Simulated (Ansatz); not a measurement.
**PHO+ (quartet): from Hartree-Fock to the top rungs, cc-pVTZ**

Aim: climb from Hartree-Fock through coupled cluster and multireference methods for PHO+ (quartet) at one geometry and basis, and see what each rung misses.

The runs use Ansatz 0.2.0, Gaussian basis; cc-pVTZ, core rule «outside noble gas», up to 6 orbitals frozen.

Plan: UHF; CCSD(T) on ROHF; CCSD(T) on UHF; BCCD(T) on ROHF; CCSDT(Q) on ROHF; CCSDT(Q) on UHF; CASSCF and MRCISD+Q, 11 electrons in 9 orbitals; CASSCF and NEVPT4(SD), 11 electrons in 9 orbitals; CASSCF and NEVPT2, 11 electrons in 9 orbitals.

4 further runs of the same task are left out: 4 set aside as unsound or not needed.

## Step 1: The geometry

The geometry is a PBE0/def2-TZVP stationary point (not a proven minimum) of the parent state, kept for this charge and spin.

3 atoms, charge 1, spin multiplicity 4.

Atoms are counted from 1 here; the program's logs count them from 0.

Bond lengths: O1–P2 1.634 Å, O1–H3 0.963 Å. Angles: P2–O1–H3 114.8°.

## Step 2: UHF

in.yaml reads:

```yaml
crystal:
  periodic: [false, false, false]
  atoms:
    - {symbol: O, position_ang: [0.000000, -0.101812, 1.041721]}
    - {symbol: P, position_ang: [0.000000, 0.028618, -0.587387]}
    - {symbol: H, position_ang: [0.000000, 0.736686, 1.514642]}
basis:
  gaussian: {orbitals: cc-pVTZ}
total_charge: 1
magnetization: {spin_polarized: true, initial_magnetization: 3}
hamiltonian: {xc: hf}
output: {orbitals: {seedname: orbitals}}
```

Started as:

```
$ ansatz run in.yaml --threads 1 --pin off --events-out ev --progress --plain --max-ram 4096MiB --backend cpu
```

Further steps of the session: CCSD(T) on ROHF; CCSD(T) on UHF; BCCD(T) on ROHF; CCSDT(Q) on ROHF; CCSDT(Q) on UHF; CASSCF and MRCISD+Q, 11 electrons in 9 orbitals; CASSCF and NEVPT4(SD), 11 electrons in 9 orbitals; CASSCF and NEVPT2, 11 electrons in 9 orbitals.

Before running them: what should the planned runs give, taken together? Wanted: UCCSDT(Q) below the RHF energy; RMP2 from UCCSDT(Q); UMP2 from UCCSDT(Q); RCCSD from UCCSDT(Q); RCCSD(T) from UCCSDT(Q); UCCSD(T) from UCCSDT(Q); RCCSDT(Q) from UCCSDT(Q); NEVPT2 valence from UCCSDT(Q); NEVPT4(SD) valence from UCCSDT(Q).

As calculated:

| quantity | value |
| --- | --- |
| UCCSDT(Q) below the RHF energy | -9.3244 eV |
| RMP2 from UCCSDT(Q) | +883.9 meV |
| UMP2 from UCCSDT(Q) | +897.9 meV |
| RCCSD from UCCSDT(Q) | +443.3 meV |
| RCCSD(T) from UCCSDT(Q) | +49.0 meV |
| UCCSD(T) from UCCSDT(Q) | +49.0 meV |
| RCCSDT(Q) from UCCSDT(Q) | +8.3 meV |
| NEVPT2 valence from UCCSDT(Q) | +1354.3 meV |
| NEVPT4(SD) valence from UCCSDT(Q) | +225.9 meV |
| MRCISD+Q valence from UCCSDT(Q) | +180.5 meV |
| levels within 1 kcal/mol (43 meV) | RCCSDT, UCCSDT, RCCSDT(Q) |
| T1 diagnostic | 0.050 |
| effectively unpaired electrons | 3.01 |

RCCSD(T) misses by +49.0 meV, 0.5 % of the correlation energy. The occupations are near whole numbers, but T1 = 0.050 shows that the orbitals relax strongly. Of the multireference levels listed MRCISD+Q valence comes nearest in total energy (+180.5 meV), which doesn't show that its space is the better one. Coupled cluster took another determinant than the lowest Hartree-Fock one. These misses are within one basis, not against nature; the frozen cores of restricted and unrestricted runs differ, which can shift their rows.
